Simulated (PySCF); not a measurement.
## Where the electron goes

Species: H7PSi2.
Numbering: `[SiH3:1][SiH2:2][PH2:3]` (hydrogens: H4, H5, H6 on Si1; H7, H8 on Si2; H9, H10 on P3)

Geometry (GFN2-xTB, Å), atoms numbered from 1 in this order:
```
atom  x, y, z in Å
Si1   -1.697   -0.327    0.131
Si2    0.327    0.758   -0.198
P3     1.990   -0.420    0.743
H4    -2.796    0.488   -0.388
H5    -1.980   -0.591    1.543
H6    -1.761   -1.619   -0.561
H7     0.423    2.073    0.450
H8     0.634    1.008   -1.617
H9     1.871   -1.501   -0.108
H10    2.998    0.137   -0.017
```

Computed, not measured: TDDFT CAM-B3LYP/def2-SVPD, vertical, gas phase, core orbitals frozen in the response in PySCF.

Kohn–Sham orbitals with the atoms that hold most of them (Löwdin shares over 4%, at most four atoms; ? is withheld):

```
orbital  ε (eV)                             atoms
 HOMO-3  -11.18   Si1 31%, H5 24%, Si2 13%, H8 9%
 HOMO-2  -10.63   Si2 29%, H7 22%, P3 20%, Si1 9%
 HOMO-1   -9.82  Si2 30%, Si1 29%, P3 14%, H10 6%
   HOMO       ?                                 ?
   LUMO    0.76                                 ?
 LUMO+1    0.94   Si2 29%, Si1 22%, P3 19%, H8 9%
 LUMO+2    1.05  Si1 32%, Si2 18%, P3 12%, H6 12%
```

Which atoms hold the HOMO, and with what shares?

P3 (bonded to Si and 2 H) 65%; Si2 (bonded to P, Si and 2 H) 15%; H9 (bonded to P) 7%; H10 (bonded to P) 6%. By element: phosphorus 65%, silicon 15% or more, hydrogen 13% or more.

Give the leading atoms of the LUMO.

Si2 (bonded to P, Si and 2 H) 26%; Si1 (bonded to Si and 3 H) 20%; P3 (bonded to Si and 2 H) 18%; H10 (bonded to P) 10%. By element: silicon 46%, phosphorus 18%, hydrogen 10% or more.

What is the HOMO energy, and the HOMO–LUMO gap?

ε(HOMO) = -8.70 eV; the gap is 9.46 eV (0.3477 hartree).

The HOMO–LUMO gap is 9.46 eV. Where does the response calculation put the lowest singlet, and from which orbitals?

S1 is at 6.25 eV (f = 0.038), 3.21 eV below the gap, made of HOMO→LUMO (74%), HOMO→LUMO+2 (14%). Without the coupling terms of the response equations the lowest excitation would equal the gap.

Give energy, strength and leading configuration of S1 and S3, and follow the Löwdin shares of the leading atoms from the occupied to the empty orbital.

- S1 (6.25 eV, f 0.038), HOMO→LUMO (74%): P3 65% → 18%, Si2 15% → 26%, Si1 at most 7% → 20%
- S3 (6.82 eV, f 0.169), HOMO→LUMO+1 (73%): P3 65% → 19%, Si2 15% → 29%, Si1 at most 7% → 22%

One conformer stands for the species.
